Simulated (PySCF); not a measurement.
What does the GFN2-xTB structure of `C(=C)[C@@H](CF)C` look like in three dimensions?

Z-matrix in Å and degrees, rows numbered from 1:
```
C 
C   1  1.3187
C   2  1.5012  1  124.39
C   3  1.5304  2  110.27  1  -117.29
C   3  1.5316  2  110.06  1   120.81
F   5  1.3735  3  111.06  2    61.08
H   1  1.0784  2  121.84  3    -0.04
H   1  1.0766  2  121.97  3   179.73
H   2  1.0815  1  120.81  3  -179.85
H   3  1.0950  2  109.53  1     3.38
H   4  1.0874  3  110.01  2   -62.64
H   4  1.0872  3  110.16  2    57.18
H   4  1.0879  3  110.50  2   177.39
H   5  1.0953  3  111.14  2   179.51
H   5  1.0950  3  111.20  2   -57.48
```

Of the pairs four or more bonds apart, F6···H11 is among the closest relative to their van der Waals radii: 2.58 Å, 97 % of the sum of Bondi's values. The 4 C–C bonds span 1.319 Å (C1=C2, drawn double) to 1.532 Å (C3–C5, drawn single), a spread of 0.213 Å.

Structure optimised with GFN2-xTB, isolated species.

Point group: C1 (no symmetry element, even within 0.4 Å). Whether it is a minimum is left open (no frequencies). The numbers are those of one conformer (C1–C2–C3–C4 -117°, C2–C3–C5–F6 61°).

These are computed values.
